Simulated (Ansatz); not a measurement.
A calculation with Ansatz (development build ahead of 0.2.0).

```yaml
crystal:
  periodic: [false, false, false]
  atoms:
    - { symbol: C, position_ang: [0.32696, 0.3399, -0.25341] }
    - { symbol: C, position_ang: [-1.13017, 0.52026, 0.11139] }
    - { symbol: O, position_ang: [0.75272, -0.9133, 0.19224] }
    - { symbol: H, position_ang: [0.92332, 1.13903, 0.2032] }
    - { symbol: H, position_ang: [0.44929, 0.42827, -1.33937] }
    - { symbol: H, position_ang: [-1.48983, 1.49734, -0.21729] }
    - { symbol: H, position_ang: [-1.74025, -0.25152, -0.36085] }
    - { symbol: H, position_ang: [-1.26462, 0.44655, 1.19156] }
    - { symbol: H, position_ang: [1.6528, -1.05224, -0.05356] }
basis:
  gaussian: { orbitals: def2-SVP }
magnetization:
  spin_polarized: true
  initial_magnetization: 2
hamiltonian:
  xc: hf
correlation:
  method: mp2
  frozen_orbitals: { C: 1, H: 0, O: 1 }
output:
  forces: true
```

The input is written out in the form of the current development build from the run's settings.

The run gave:

```json
{
 "Converged": "yes",
 "Reference energy": "-153.71253 hartree",
 "Correlation energy": "-0.44141 hartree",
 "Total energy": "-154.15393 hartree",
 "Spin squared of the determinant": "2.009",
 "Stability test": "minimum"
}
```

Forces (eV/Å):
```json
{"atom": "C1", "Fx": "-2.303", "Fy": "0.888", "Fz": "0.264"}
{"atom": "C2", "Fx": "0.105", "Fy": "-0.175", "Fz": "0.067"}
{"atom": "O3", "Fx": "-7.559", "Fy": "1.118", "Fz": "2.129"}
{"atom": "H4", "Fx": "0.862", "Fy": "-0.288", "Fz": "0.070"}
{"atom": "H5", "Fx": "0.792", "Fy": "-0.423", "Fz": "-0.245"}
{"atom": "H6", "Fx": "-0.097", "Fy": "0.288", "Fz": "-0.105"}
{"atom": "H7", "Fx": "-0.186", "Fy": "-0.109", "Fz": "-0.088"}
{"atom": "H8", "Fx": "-0.105", "Fy": "0.026", "Fz": "0.224"}
{"atom": "H9", "Fx": "8.491", "Fy": "-1.323", "Fz": "-2.316"}
```

Caution: another spin multiplicity may lie lower.
